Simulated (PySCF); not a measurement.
Species: C₃H₉PS.
Cartesian coordinates in Å at the PBE0-D3(BJ)/def2-SVP level; atoms count from 1:
```xyz
14
C3H9PS angstrom
C     -0.6947    1.5713   -0.4219
P      0.1568    0.2303    0.4718
C      1.5458   -0.2281   -0.6160
C     -0.9876   -1.1843    0.3624
S      0.6852    0.6967    2.2883
H     -0.9744    1.2735   -1.4438
H     -1.5927    1.8498    0.1473
H     -0.0252    2.4424   -0.4548
H      2.0598   -1.0934   -0.1742
H      1.2080   -0.4716   -1.6348
H      2.2525    0.6131   -0.6457
H     -1.2602   -1.4119   -0.6793
H     -1.8899   -0.9449    0.9425
H     -0.5039   -2.0572    0.8231
```

Theory: PySCF 2.14.0, PBE0-D3(BJ)/def2-SVP geometry optimisation, gas phase.

Masses are those of the commonest isotopes; rigid-rotor values at the optimised geometry. 

Task: What are A, B and C (MHz)?

Result: Ia = 141.53, Ib = 216.47, Ic = 216.53 u·Å²; 505379 MHz·u·Å²/I gives A = 3571, B = 2335, C = 2334 MHz.

Task: Classify the top.

Result: A prolate symmetric top, as the point group C3v requires two equal moments; the computed ones differ by 0.03 % because the geometry is symmetric only within the optimiser's tolerance. Ray's parameter κ = (2B − A − C)/(A − C) = -0.999; −1 is the prolate and +1 the oblate limit.

Task: Where do the R-branch lines fall?

Result: The dipole of 4.75 D lies along the symmetry axis, so ΔK = 0 and J+1 ← J falls at 2B(J+1) for every K: 4.67 GHz, 9.34 GHz, 14.01 GHz, 18.67 GHz, 23.34 GHz for J = 0 to 4.

Task: Estimate the classical rotational partition function at 10 K, 25 K and 500 K.

Result: Point group C3v, symmetry number σ = 3; q = (√π/σ)·√((kT/h)³/(ABC)), k/h = 20836.6 MHz/K: 403 at 10 K, 1590 at 25 K, 142000 at 500 K.

No frequency check. No vibrational averaging or centrifugal distortion is included, and the geometry carries the error of its method.
